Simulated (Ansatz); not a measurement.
This geometry of CH5B + ClH (9 atoms, charge 0, multiplicity 1) is a first-order saddle point.

All numbers below come from RKS PBE0-D4/def2-SVP in Ansatz.

```xyz
9
Properties=species:S:1:pos:R:3
B -0.051 -0.287 0.272
C -0.025 0.057 1.921
H -0.951 -0.090 2.495
H 0.847 -0.245 2.520
H 0.080 1.142 1.748
H 1.015 -0.085 -0.247
H -1.092 0.039 -0.234
Cl -0.170 -2.417 0.345
H -0.088 -1.299 1.338
```

**Question.** Which two structures does it join? (They come from a converged band through this point; their orientation in space is the band's.)

**Answer.** Bonds broken: B1–C2, Cl8–H9. Bonds formed: B1–Cl8, C2–H9. CH5B + ClH becomes BClH2 + CH4.

Image 0:

```xyz
9
Properties=species:S:1:pos:R:3
B 0.013 -0.004 0.364
C 0.129 0.392 1.876
H -0.728 0.105 2.505
H 1.066 0.083 2.362
H 0.139 1.502 1.864
H 0.998 -0.008 -0.344
H -1.070 -0.021 -0.184
Cl 0.067 -2.576 0.539
H -1.048 -2.660 1.179
```

Image 6:

```xyz
9
Properties=species:S:1:pos:R:3
B -0.071 -0.690 -0.728
C -0.023 0.035 2.607
H -0.945 0.297 3.144
H 0.839 0.138 3.279
H 0.102 0.712 1.752
H 1.019 -0.187 -0.798
H -1.098 -0.065 -0.763
Cl -0.168 -2.423 -0.591
H -0.089 -1.003 2.257
```

**Question.** How far does it lie above each of them?

**Answer.** 11.6 kcal/mol above the first and 33.0 kcal/mol above the second. This is the barrier of this one path; another mechanism may lie lower. The orbitals stay closed-shell, which can raise the energy where a bond breaks towards radicals; this wasn't checked here.

Run time: 2.7 min on 1 thread of Arm Neoverse V2, on a shared host, peak memory 0.16 GiB.
